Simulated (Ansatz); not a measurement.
Two isomers of C3H8O: A = `CCOC`, B = `CCCO`.

Program: Ansatz. Geometries: PBE0-D4/def2-TZVP. ΔE: electronic, gas phase. CCSD(T)/CBS adds triple-zeta CCSD(T) − MP2 to the extrapolated MP2 energy (def2 sets, frozen cores). Functionals use def2-TZVPP. One conformer a species, not always the lowest.

(1) Which is lower in electronic energy at CCSD(T)/CBS, and by how much? (Best estimate.)

(2) Give E(B) − E(A) in kcal/mol with PBE0-D4, B2PLYP, BLYP-D4, CCSD/def2-TZVPP, ωB97M-V, LDA (SPW92), HF/def2-TZVPP. (Estimate.)

(3) Does the order hold for the free energy at 298.15 K (harmonic terms from PBE0-D4)? (Best estimate.)

Largest T1 diagnostic: 0.010.

## Answers

(1) Computed: B, by 9.3 kcal/mol.

(2) Ansatz gave: PBE0-D4 -8.7, B2PLYP -7.9, BLYP-D4 -6.8, CCSD/def2-TZVPP -8.7, ωB97M-V -8.5, LDA (SPW92) -8.2, HF/def2-TZVPP -6.9. None reverses the order clearly.

(3) Computed: Yes: G(B) − G(A) = -9.0 kcal/mol, for one conformer each.

Leaving LDA and LC-ωPBE aside and taking each functional with its dispersion term where it has one, the values, not all of them listed here, spread over 2.4 kcal/mol, from PBE-QIDH to BLYP-D4. At CCSD(T), def2-SVP lies +1.8 kcal/mol from the extrapolated value and def2-TZVPP +0.5 kcal/mol.
